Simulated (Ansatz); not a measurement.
HgS (P3₂21, No. 154), treated with PBE-D4 (Ansatz, a first-principles code, PAW).

Numerical settings: plane-wave cutoff 520 eV, 12×12×4 k mesh (along the axes of the cell as run), Fermi–Dirac smearing 0.01 eV, scalar-relativistic PAW data made under PBE.

Shape and atoms are relaxed at each volume.

The direct gap at Γ against volume; x = 100 ln(V/23.832 Å³). One gap is withheld.

```json
[
 {"V (Å³/atom)": "22.879", "x": "-4.08", "gap (eV)": "?"},
 {"V (Å³/atom)": "23.355", "x": "-2.02", "gap (eV)": "1.231"},
 {"V (Å³/atom)": "23.832", "x": "0.00", "gap (eV)": "1.305"},
 {"V (Å³/atom)": "24.309", "x": "1.98", "gap (eV)": "1.379"},
 {"V (Å³/atom)": "24.785", "x": "3.92", "gap (eV)": "1.450"}
]
```

Task: Fit a straight line to the rows shown, give the volume deformation potential and predict the withheld gap.

Result: Means of the 4 rows: x̄ = 0.970, ȳ = 1.3413 eV. Σ(x − x̄)(y − ȳ) = 0.7237 and Σ(x − x̄)² = 19.604, so the slope is 0.0369 eV per unit of x, and dE_g/d ln V = 3.7 eV. At x = -4.08: 1.3413 + (0.0369) × (-4.08 − (0.970)) = 1.155 eV. The run gives 1.158 eV, 0.003 eV above the line.

Spin–orbit coupling is not included.

Note: the bulk modulus comes from volumes at which shape and atoms were relaxed.
